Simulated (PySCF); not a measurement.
Level sweep

C4H5F.
Z-matrix (Å and degrees, PBE0-D3(BJ)/def2-SVP geometry), rows numbered from 1:
```
C 
C   1  1.5121
C   2  1.5472  1  121.69
C   3  1.2907  2   61.53  1  -108.61
F   4  1.3066  2  143.95  3  -179.22
H   1  1.1018  2  110.98  3   -88.27
H   1  1.1020  2  111.14  3   152.36
H   1  1.1010  2  111.01  3    31.96
H   2  1.1052  1  113.01  3   147.37
H   3  1.0851  2  144.30  4   179.24
```

PySCF, dipoles from the SCF density, polarisabilities from static response with core orbitals frozen. Geometry: PBE0-D3(BJ)/def2-SVP; no solvent, vibrations or thermal averaging.

The anisotropy is √(½[(α1 − α2)² + (α2 − α3)² + (α3 − α1)²]).

```
              level  μ (D)  α (Å³)  anisotropy (Å³)
      LDA/def2-SVPD  1.202    7.28             1.78
      PBE/def2-SVPD  1.127    7.22             1.80
    B3LYP/def2-SVPD  1.264    7.04             1.71
     PBE0/def2-SVPD  1.253    6.95             1.69
BHandHLYP/def2-SVPD  1.389    6.80             1.62
CAM-B3LYP/def2-SVPD  1.329    6.93             1.65
  wB97X-D/def2-SVPD  1.287    6.93             1.63
  LC-wPBE/def2-SVPD  1.311    6.74             1.59
        PBE0/6-31G*  0.952    5.73             1.94
      PBE0/def2-SVP  1.029    5.95             1.74
```

The dipole runs from 0.95 D (PBE0/6-31G*) to 1.39 D (BHandHLYP/def2-SVPD). No reference polarisability is at hand; against PBE0 in the largest diffuse basis at hand (def2-SVPD) the other PBE0 rows deviate by 6-31G* -18%, def2-SVP -14%. In one basis (def2-SVPD) the functionals order the polarisability from LC-wPBE (lowest) to LDA (highest), a spread of 8%. With PBE0 the polarisability is 5.84 Å³ without diffuse functions (mean of 6-31G* and def2-SVP) and 6.95 Å³ with them (def2-SVPD).
